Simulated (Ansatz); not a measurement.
For Zr (model structure, P6/mmm, No. 191, 3 atoms in the cell), LDA in Ansatz (plane waves, PAW) gives:

* **lattice constant a**: 4.927 Å
* **lattice parameter c**: 3.079 Å

### Question
What does r²SCAN (plane waves, PAW; Ansatz, a first-principles code) give for the same quantities?

### Answer

- lattice constant a: 5.042 Å (rises by 2.3 %)
- lattice parameter c: 3.155 Å (rises by 2.5 %)

Changes are worked out from the printed values.

Unless a cell is named, each level is at its own relaxed cell (LDA 21.58, r²SCAN 23.15 Å³/atom).

Ansatz's density-functional and Hartree–Fock values are scalar-relativistic unless marked +SOC, with PAW data made under PBE.

A model structure was made by putting elements into a prototype or built by hand; it is no filed structure, need not be a known phase, and can be a saddle point held by its symmetry.
